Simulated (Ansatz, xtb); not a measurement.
**C4H10O2: which of two conformers lies lower**

We compare I, `CCC(C)(O)O`, a singlet, with II, `CCC(C)(O)O`, a singlet. Both are isolated molecules in the gas phase, relaxed with PBE-D3(BJ)/def2-SVP.

I (Å):

```xyz
16

C    -2.8308   -2.1243    0.8390
C    -2.0755   -0.8229    0.5726
C    -1.4137   -0.7656   -0.8175
C    -0.6346    0.5313   -1.0330
O    -0.4740   -1.8148   -0.9958
O    -2.4745   -0.8865   -1.7579
H    -3.3155   -2.1115    1.8349
H    -2.1496   -3.0027    0.8288
H    -3.6127   -2.2867    0.0718
H    -2.7701    0.0388    0.6534
H    -1.2788   -0.6717    1.3297
H    -0.1636    0.5189   -2.0370
H     0.1726    0.6385   -0.2829
H    -1.3142    1.4014   -0.9644
H    -0.9669   -2.6452   -0.8483
H    -2.0504   -0.8885   -2.6375
```

II (Å):

```tsv
atom	x (Å)	y (Å)	z (Å)
C	0.7461	-1.1820	-3.2564
C	1.0657	-1.0014	-1.7752
C	-0.1661	-0.7941	-0.8744
C	-0.9519	0.4788	-1.1898
O	-1.0935	-1.8638	-1.0125
O	0.3521	-0.7571	0.4470
H	0.3403	-0.2543	-3.7087
H	1.6517	-1.4608	-3.8304
H	-0.0124	-1.9784	-3.3947
H	1.5925	-1.8968	-1.3769
H	1.7595	-0.1505	-1.6124
H	-1.8178	0.5568	-0.5011
H	-1.3501	0.4628	-2.2222
H	-0.3062	1.3679	-1.0617
H	-0.5973	-2.6748	-0.7862
H	-0.4145	-0.6060	1.0330
```

Energies in hartree; the thermal terms are from PBE-D3(BJ)/def2-SVP harmonic frequencies (ideal gas, rigid rotor, one conformer each, 298.15 K, 1 atm) and include the zero-point energy:

```
                              I           II
E, CCSD(T)/def2-SVP  −307.838015  −307.837836
    E, MP2/def2-SVP  −307.748277  −307.748141
  E, MP2/def2-TZVPP  −308.337820  −308.337596
  zero-point energy     0.136760     0.136855
       H(298 K) − E     0.145449     0.145483
       G(298 K) − E     0.106001     0.106172
```

Q: Correct the CCSD(T) difference for the basis set by the MP2 change, then work out ΔE, ΔE₀, ΔH and ΔG for I → II in kJ/mol (1 Eh = 2625.50 kJ/mol) and the equilibrium ratio [II]/[I].

A: 1. Differences II − I: CCSD(T) +0.000179, MP2 in the small set +0.000136, MP2 in the large set +0.000224 Eh.
2. ΔE = +0.000179 + (+0.000224 − (+0.000136)) = +0.000267 Eh = +0.70 kJ/mol.
3. ΔE₀ = ΔE + ΔZPE = +0.000267 + (+0.000095) Eh = +0.95 kJ/mol.
4. ΔH = ΔE + (+0.000034) Eh = +0.79 kJ/mol.
5. ΔG = ΔE + (+0.000171) Eh = +1.15 kJ/mol, so ΔS = (ΔH − ΔG)/T = −1.2 J/(mol K).
6. kT = 0.9442 mEh, so K = [II]/[I] = exp(−ΔG/kT) = exp(−0.46) ≈ 0.63.

The two are too close for this level to say which is favoured. An error of 4 kJ/mol in ΔG would change K by a factor of 5. Mirror images and further conformers aren't counted.

Other levels gave ΔE = +0.2 (PBE-D3(BJ)/def2-SVP); +0.9 (HF/def2-SVP); +0.4 (MP2/def2-SVP); +0.5 (CCSD(T)/def2-SVP) kJ/mol. The correlated steps freeze 6 core orbitals. Programs: Ansatz 0.2.0.
